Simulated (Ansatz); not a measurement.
System: CHN, charge 0, triplet. This triplet is an excited state, 4.7 eV above the singlet at CCSD(T)/cc-pV5Z (Ansatz, a program for electronic structure). CHN (parent SMILES [C-]#[NH+], triplet).
B3LYP-D3(BJ)/def2-TZVP minimum from Ansatz:
```xyz
3

C      0.6912    -0.0186    -0.2910
N     -0.4197     0.0623     0.2877
H     -1.2095    -0.3247    -0.2675
```
Charge 0, spin multiplicity 3.

Total energies in aug-cc-pVTZ, 10 correlated electrons, 2 frozen orbitals. UHF or UKS for unpaired electrons; spin-orbit terms are left out. Correlated methods leave the cores frozen. No relativity. The UHF reference of CHN (parent SMILES [C-]#[NH+], triplet) is spin-contaminated (<S^2> up to 0.31 over the pure value in the sets run). The spin of CHN (parent SMILES [C-]#[NH+], triplet) was assumed, and the state is the lowest solution found for it.

```json
[
 {"method": "HF", "program": "Ansatz", "energy (Eh)": "-92.75854", "minus CCSDT(Q) (mEh)": "332.06"},
 {"method": "MP2", "program": "Ansatz", "energy (Eh)": "-93.03805", "minus CCSDT(Q) (mEh)": "52.56"},
 {"method": "CCSD", "program": "Ansatz", "energy (Eh)": "-93.07109", "minus CCSDT(Q) (mEh)": "19.52"},
 {"method": "CCSD(T)", "program": "Ansatz", "energy (Eh)": "-93.08727", "minus CCSDT(Q) (mEh)": "3.34"},
 {"method": "CCSDT(Q)", "program": "Ansatz", "energy (Eh)": "-93.09061", "minus CCSDT(Q) (mEh)": "0.00"}
]
```

Rough core times of Ansatz's runs on a shared machine: CCSD(T) 20 s, CCSDT(Q) 20 min.
